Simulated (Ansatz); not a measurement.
fcc Yb, treated with r²SCAN in Ansatz (PAW).

Settings: plane-wave cutoff 500 eV, 24×24×24 k mesh, Fermi–Dirac smearing 0.1 eV, no spin polarisation, scalar-relativistic PAW data made under PBE.

Computed at the level's own relaxed cell.

Q: What does this level give for the equilibrium volume per atom and lattice parameter a?

A: 
equilibrium volume per atom: 35.56 Å³/atom
lattice parameter a: 5.220 Å

Measured, for comparison: equilibrium volume per atom 41.24 Å³/atom, lattice constant a 5.485 Å (293 K, no zero-point or thermal correction; as tabulated in Wikipedia's data pages). Computed (rounded) less measured: equilibrium volume per atom -13.8 %, lattice constant a -4.8 %.

Spin–orbit coupling is not included.

The computed numbers hold no vibrational or temperature effects.

Ansatz is a program for electronic structure.
